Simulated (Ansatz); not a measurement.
# BFH4O: the cost of one run

Method: UKS B3LYP-D4/def2-SVP, in Ansatz 0.2.0.

### 1 The structure to begin with

Bond lengths: B1–O2 1.745 Å, B1–H3 1.161 Å, B1–H4 1.163 Å, B1–F6 1.679 Å, O2–H7 0.958 Å. Angles: B1–O2–H7 107.8°, O2–B1–H3 110.2°, O2–B1–H4 112.2°, O2–B1–F6 83.4°, H3–B1–H4 125.9°, H3–B1–F6 108.1°, H4–B1–F6 108.6°.

As a file:

```xyz
7

B    -0.6869   -0.1147   -0.1229
O     0.8266    0.7197   -0.3666
H    -1.1359   -0.4373   -1.1436
H    -1.2827    0.3110    0.7807
H     1.0295   -0.4586    0.0677
F     0.3061   -1.3532    0.4251
H     0.9433    1.3331    0.3596
```

### 2 Run 1

150 steps of 0.5 fs at constant energy, with velocities drawn for 100 K.

Contents of input.yaml:

```yaml
crystal:
  periodic: [false, false, false]
  atoms:
    - { symbol: B, position_ang: [-0.6869, -0.1147, -0.1229] }
    - { symbol: O, position_ang: [0.8266, 0.7197, -0.3666] }
    - { symbol: H, position_ang: [-1.1359, -0.4373, -1.1436] }
    - { symbol: H, position_ang: [-1.2827, 0.311, 0.7807] }
    - { symbol: H, position_ang: [1.0295, -0.4586, 0.0677] }
    - { symbol: F, position_ang: [0.3061, -1.3532, 0.4251] }
    - { symbol: H, position_ang: [0.9433, 1.3331, 0.3596] }
magnetization:
  spin_polarized: true
basis:
  gaussian: { orbitals: def2-SVP }
hamiltonian:
  xc: b3lyp
  dispersion: d4
md:
  timestep: 0.5
  n_steps: 150
  ensemble: nve
  temperature: 100.0
  initial_velocities: maxwell_boltzmann
  seed: 283529
```

Command:

```console
ansatz run input.yaml --threads 1 --pin off --max-ram 2048MiB --backend cpu --events-out ev --progress --plain --runs-dir out
```

Q: Estimate wall time and peak memory on 1 thread of Arm Neoverse V1, shared host.

About 6.5 min, with a peak of 0.13 GiB.
